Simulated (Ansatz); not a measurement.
**Li3NiPd: from a trial structure to a relaxed crystal**

All numbers below come from Ansatz 0.2.0, DFT PBE, scalar-relativistic, plane waves, PAW. Cutoff 420 eV, Γ-centred k mesh, Gaussian smearing, no spin polarisation in the final step.

Li3NiPd was placed on the cubic perovskite structure type (Pm-3m, No. 221), with Ni in place of Sr, Pd in place of Ti, Li in place of O, at a guessed volume.

```
CELL_PARAMETERS angstrom
3.85272 0.00000 0.00000
0.00000 3.85272 0.00000
0.00000 0.00000 3.85272
ATOMIC_POSITIONS crystal
Li 0.00000 0.50000 0.50000
Li 0.50000 0.00000 0.50000
Li 0.50000 0.50000 0.00000
Ni 0.00000 0.00000 0.00000
Pd 0.50000 0.50000 0.50000
```

Cell and atoms relax at zero pressure; the relaxation can't lower the symmetry of the start. After a coarse first stage the cell is made exact in the group found at 0.06 Å.

Formation energies are uncorrected and refer to the elements' standard structures at the same level.

Question: What does it relax into?

Answer: It keeps Pm-3m (No. 221). The result still has the cubic perovskite structure. Conventional cell: a = 4.544 Å. Around Li lie 2 Pd at 2.27 Å; Ni has 12 Li at 3.21 Å; Pd is coordinated by 6 Li at 2.27 Å.

Space group Pm-3m (No. 221). a = 4.544 Å, b = 4.544 Å, c = 4.544 Å, α = 90.00°, β = 90.00°, γ = 90.00°
```tsv
atom	site	symmetry	x	y	z
Li	3c	4/mm.m	0.0000	0.5000	0.5000
Ni	1a	m-3m	0.0000	0.0000	0.0000
Pd	1b	m-3m	0.5000	0.5000	0.5000
```

Question: What are its volume, energy, density and gap?

Answer: The volume per atom is 18.76 Å³. The density is 3.29 g/cm³, the energy over the elements is 0.46 eV/atom and the gap on the 8×8×8 mesh is 0 eV (a metal).

The final run used a 8×8×8 mesh on its 5-atom cell and 0.10 eV smearing. The k mesh leaves about 4 meV/atom of noise in metals. A structure relaxed within its symmetry needn't be a true minimum. The steps took about 50 core-seconds in all.

Cost: 3 runs of about 0.89 core-minutes in all, on Intel Xeon Platinum 8259CL (Skylake/Cascade Lake) (shared hosts).